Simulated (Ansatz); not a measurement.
System (SMILES): [CH3] (CH3), doublet.
Atoms: C1, H2, H3, H4. Bonds: C1-H2, C1-H3, C1-H4.

Basis-set convergence of the lowest harmonic wavenumber at HF with Ansatz (a program for electronic structure). Each level at its own minimum, finite differences of forces, unscaled; the reference is a large set that could be run, not a limit. Cartesian d functions, on some or all atoms, in 6-31G*, 6-31+G*; all else is spherical. The program fits the integrals of some runs and decomposes those of others, by size. Open shells are unrestricted. No added dispersion term, no relativity. Reference: the value in aug-pcseg-2, 414 cm⁻¹, itself unsure by roughly 1 cm⁻¹ (its mean distance from aug-cc-pVTZ, def2-TZVPPD). Deviations are taken from unrounded values.

| basis | functions | lowest harmonic wavenumber (cm⁻¹) |
|---|---|---|
| 6-31G* | 21 | 308 |
| 6-31+G* | 25 | 386 |
| cc-pVDZ | 29 | 331 |
| aug-cc-pVDZ | 50 | 420 |
| def2-SVP | 29 | 351 |
| def2-SVPD | 44 | 405 |
| pcseg-1 | 29 | 379 |
| aug-pcseg-1 | 50 | 353 |
| 6-311G** | 36 | 375 |
| 6-311+G** | 40 | 407 |
| def2-TZVP | 49 | 412 |
| def2-TZVPD | 64 | 410 |
| cc-pVTZ | 72 | 401 |
| aug-cc-pVTZ | 115 | 414 |
| pcseg-2 | 72 | 416 |
| aug-pcseg-2 | 115 | 414 |
| def2-TZVPP | 73 | 412 |
| def2-TZVPPD | 88 | 412 |

What the diffuse functions change, pair by pair:
- 6-31G* to 6-31+G*: 4 more functions, deviation -107 to -28 cm⁻¹
- cc-pVDZ to aug-cc-pVDZ: 21 more functions, deviation -83 to 6 cm⁻¹
- def2-SVP to def2-SVPD: 15 more functions, deviation -63 to -9 cm⁻¹
- pcseg-1 to aug-pcseg-1: 21 more functions, deviation -36 to -61 cm⁻¹
- 6-311G** to 6-311+G**: 4 more functions, deviation -39 to -7 cm⁻¹
- def2-TZVP to def2-TZVPD: 15 more functions, deviation -3 to -4 cm⁻¹
- cc-pVTZ to aug-cc-pVTZ: 43 more functions, deviation -13 to 0 cm⁻¹
- pcseg-2 to aug-pcseg-2: 43 more functions, deviation 2 to 0 cm⁻¹
- def2-TZVPP to def2-TZVPPD: 15 more functions, deviation -2 to -3 cm⁻¹

Leaving out the reference's own pair, they bring the value nearer the reference by more than 1 cm⁻¹ in 5 of 8 pairs.
